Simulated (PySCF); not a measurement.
# NaB at PBE

Level: PBE. PySCF, no relativity, basis sets Na def2-SVP, B def2-SVP.

```json
{
  "state": "³Π (triplet), unpaired electrons σ ↑, π ↑",
  "bond length": "2.506 Å",
  "harmonic wavenumber": "315 cm⁻¹",
  "force constant": "0.435 mdyn/Å",
  "rotational constant Be": "0.3605 cm⁻¹",
  "anharmonicity ωexe": "3.24 cm⁻¹",
  "vibration–rotation constant αe": "0.00515 cm⁻¹",
  "well depth De to Na + B": "1.08 eV",
  "dissociation energy D0": "1.06 eV",
  "bond order (Mayer)": "0.91",
  "dipole moment (positive dipole means Na(−)B(+))": "-5.19 D"
}
```

The state was picked by a PBE0 search and need not be the measured ground state.
